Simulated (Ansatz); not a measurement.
bcc Ta was calculated with r²SCAN+SOC (Ansatz, a first-principles code, plane waves, PAW).

Settings: plane-wave cutoff 600 eV, 28×28×28 k mesh, Fermi–Dirac smearing 0.058 eV (set by the program), PAW data made under PBE.

Computed at the level's own relaxed cell.

Hill averages of the elastic tensor: K = 201.5 GPa, G = 65.7 GPa. Volume 18.044 Å³/atom, mean atomic mass 180.948 u.

### Question
Work out the density, the sound velocities of a polycrystal and the elastic Debye temperature, and Pugh's ratio at this level.

### Answer
ρ = 1.66054 × 180.948/18.044 = 16.652 g/cm³. v_l = √[(K + 4G/3)/ρ] = 4.167 km/s and v_t = √(G/ρ) = 1.986 km/s. The mean follows from 3/v_m³ = 1/v_l³ + 2/v_t³: v_m = 2.234 km/s. Θ_D = (ħ/k_B) v_m (6π²/V)^(1/3) = 76.38 K Å s/km × 2.234 × 1.4861 Å⁻¹ = 254 K, counting all atoms of the cell. K/G = 3.07, to be set beside Pugh's rough bound of 1.75 between brittle and ductile metals.

Note: shear constants of such metals converge slowly with the k mesh.
